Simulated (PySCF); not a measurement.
Structure with atom numbers: `[CH3:1][CH2:2][S+:3]([CH3:4])([CH3:5])=[O:6]`; H(Xn) means a hydrogen on atom n.

Geometry: GFN2-xTB; GIAO shifts from PySCF, gas phase, non-relativistic, averaged over equivalent atoms.

At PBE0/pcSseg-1 (164 basis functions, 34 s wall time on 1 thread of an Arm Neoverse N1, shared host):
```csv
atoms,δ (ppm)
C2,60.2
C4/C5,44.7
C1,6.0
O6,103.3
H(C2),3.46
H(C4)/H(C5),3.45
H(C1),2.02
```

Chemical shifts δ = σref − σ; TMS for 13C (186.93 ppm) and 1H (31.72 ppm); 17O (336.08 ppm) against H2O, all at this level.

Task: What do these become at WP04/def2-TZVP?

Result: 
| atoms | δ at WP04/def2-TZVP | change |
| --- | --- | --- |
| C2 | 63.4 | +3.2 |
| C4/C5 | 45.6 | +0.9 |
| C1 | 9.5 | +3.5 |
| O6 | 96.3 | -7.0 |
| H(C2) | 3.74 | +0.28 |
| H(C4)/H(C5) | 3.40 | -0.05 |
| H(C1) | 1.97 | -0.05 |

Shifts are taken against calculated references (same method and geometry level): 13C (σref 179.96), 1H (σref 32.34) against TMS; 17O (σref 321.64) against H2O.

The largest change is at O6 (S=O oxygen). Cost: 258 basis functions, 63 s wall time on 1 thread of an Arm Neoverse N1, shared host. The order of the carbon signals is the same at both levels.

Experimental scales use liquid or dissolved standards, which lie at an offset from isolated H2O (liquid H2O: subtract about 36 ppm).
